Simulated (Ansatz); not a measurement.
## Ansatz (development build ahead of 0.2.0) run

```yaml
crystal:
  periodic: [false, false, false]
  atoms:
    - { symbol: F, position_ang: [0.0, 0.0, 0.0] }
    - { symbol: H, position_ang: [0.86798, 0.0, 0.72832] }
    - { symbol: H, position_ang: [-1.24369, 0.0, 1.04358] }
basis:
  gaussian: { orbitals: "6-31G" }
magnetization:
  initial_magnetization: 1
hamiltonian:
  xc: hf
correlation:
  method: fci
  frozen_orbitals: { F: 1, H: 0 }
```

The input is written out in the form of the current development build from the run's settings.

The run gave:

```
Converged    : yes
Total energy : -100.57449 hartree
State        : lowest doublet root, of any spatial symmetry
```
